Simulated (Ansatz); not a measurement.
For pyrite RuS2, PBE (PAW; Ansatz, a first-principles code) gives:

```
Property                                                    Result
---------------------------------------------------------  -------
equilibrium lattice constant a                             5.649 Å
band gap at the measured cell (atoms relaxed with PBEsol)  0.51 eV
```

Task: What does HSE06 (Ansatz, PAW) give for the same quantities?

Result: 
- lattice constant a: 5.599 Å (shrinks by 0.9 %)
- band gap at the measured cell (atoms relaxed with PBEsol): 1.52 eV (goes up by 1.01 eV)

For comparison: lattice constant a 5.61 Å (measured, temperature not stated, no zero-point or thermal correction; as tabulated in Wikipedia's data pages).

Changes are worked out from the printed values.

Unless a cell is named, each level is at its own relaxed cell (PBE 15.02, HSE06 14.63 Å³/atom).

Spin–orbit coupling is included only where a level's name says +SOC; with heavier elements it mostly lowers gaps and can invert bands. Density-functional gaps are differences of (generalised) Kohn–Sham levels.

The crystal itself was run without spin with PBE, HSE06; a magnetic state was not tried in these runs.

Ansatz's density-functional and Hartree–Fock values are scalar-relativistic unless marked +SOC, with PAW data made under PBE.
